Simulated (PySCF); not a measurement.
formaldehyde (CH2O), SMILES O=C. Geometry: r2SCAN-D4/def2-TZVPD.

TDA-PBE/def2-TZVPD (PySCF) puts the lowest singlet excitations at 3.88, 6.17, 7.41, 7.51, 8.01, 8.67 eV.

Question: What are the lowest excitation roots from ADC(2)/aug-cc-pVDZ (PySCF)? (Estimate from the structure and the level; the computed values follow.)

Answer: 3.98, 6.28, 7.28, 7.38, 7.95, 9.53 eV. S1 differs by 0.10 eV (second minus first; roots are paired by order, and the bases may differ).
